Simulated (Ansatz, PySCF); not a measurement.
Species: sum formula HOCl, charge 0, multiplicity 1. SMILES: ClO
Geometry: optimised at B3LYP-D3(BJ)/def2-TZVP (Ansatz, a quantum-chemistry and plane-wave program).

Wanted: atomisation energy (electronic, to ground-state atoms), in kcal/mol. Cores are frozen in the correlated levels unless marked. Open shells are spin-unrestricted. No spin-orbit coupling. Non-relativistic. The coupled-cluster limit lacks core correlation, which all-electron functionals hold. CBS marks a two-point X^-3 extrapolation of the correlation energy; Hartree-Fock from the larger set. The bracket is a focal-point correction in the basis named.

```
level                                                                             program  atomisation energy (kcal/mol)  minus last row
-------------------------------------------------------------------------  --------------  -----------------------------  --------------
HF/def2-TZVPPD                                                                     Ansatz                           78.1           -87.9
revPBE-D4/def2-TZVPD                                                       Ansatz + dftd4                          167.2             1.2
TPSS-D3(BJ)/def2-TZVPD                                                      PySCF + dftd3                          166.3             0.3
B3LYP/def2-TZVPD                                                                   Ansatz                          162.0            -4.0
PBE0/STO-3G                                                                        Ansatz                          157.5            -8.5
BHLYP-D4/def2-TZVPD                                                        Ansatz + dftd4                          146.1           -19.9
r2SCANh-D4/def2-TZVPD                                                      Ansatz + dftd4                          160.4            -5.6
HSE06-D3(BJ)/def2-TZVPD                                                    Ansatz + dftd3                          162.7            -3.3
CAM-B3LYP-D3(BJ)/def2-TZVPD                                                Ansatz + dftd3                          162.8            -3.2
B2GP-PLYP/def2-TZVPD                                                               Ansatz                          158.4            -7.6
PBE-QIDH/def2-TZVPD                                                                Ansatz                          157.2            -8.8
MP2/CBS(def2-TZVPP,def2-QZVPP)                                                     Ansatz                          172.9             6.9
SCS-MP2/def2-SVP                                                                   Ansatz                          144.0           -22.0
SCS-MP2/def2-QZVPPD                                                                Ansatz                          167.3             1.3
CCSD/STO-3G                                                                        Ansatz                          115.9           -50.1
CCSD/CBS(cc-pV(T+d)Z,cc-pV(Q+d)Z)                                                  Ansatz                          158.5            -7.5
RI-MP2/CBS(aug-cc-pV(T+d)Z,aug-cc-pV(Q+d)Z)+[CCSD(T)-MP2]/aug-cc-pV(D+d)Z          Ansatz                          167.4             1.4
RI-MP2/CBS(aug-cc-pV(T+d)Z,aug-cc-pV(Q+d)Z)+[CCSD(T)-MP2]/aug-cc-pV(T+d)Z          Ansatz                          166.5             0.5
RI-MP2/CBS(def2-TZVPPD,def2-QZVPPD)+[CCSD(T)-MP2]/def2-QZVPPD                      Ansatz                          165.7            -0.3
CCSD(T)/CBS(def2-TZVPP,def2-QZVPP)                                                 Ansatz                          165.5            -0.5
CCSD(T)/CBS(aug-cc-pV(T+d)Z,aug-cc-pV(Q+d)Z)                                       Ansatz                          166.0             0.0
```
